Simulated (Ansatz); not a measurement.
`O=COCF` → `O/C=C(\O)F`  (isomerisation)

Program: Ansatz. Geometries: PBE0-D4/def2-TZVP. ΔE: electronic, gas phase. CCSD(T)/CBS adds triple-zeta CCSD(T) − MP2 to the extrapolated MP2 energy (def2 sets, frozen cores). This one scheme is used for every species. DFT in def2-TZVPP. Each species was taken in one conformer, which may not be the lowest.

```csv
level,ΔE (kJ/mol),difference from CCSD(T)/CBS
r2SCAN-D4,81.0,1.8
PBE0,74.9,-4.3
HF/def2-TZVPP,101.1,21.9
SCS-MP2/def2-TZVPP,92.7,13.5
CCSD(T)/def2-TZVPP,85.9,6.7
HF/def2-QZVPP,100.7,21.5
MP2/def2-QZVPP,83.4,4.2
SCS-MP2/def2-QZVPP,88.7,9.5
MP2/CBS(def2),80.7,1.5
CCSD/CBS(def2),78.6,-0.6
CCSD(T)/CBS,79.2,0
```

Largest T1 diagnostic among the species: 0.015.

In def2-TZVPP, CCSD(T) changes the Hartree–Fock value by −15.3 kJ/mol (the triples alone add +0.6 kJ/mol) and MP2 by −13.7 kJ/mol.
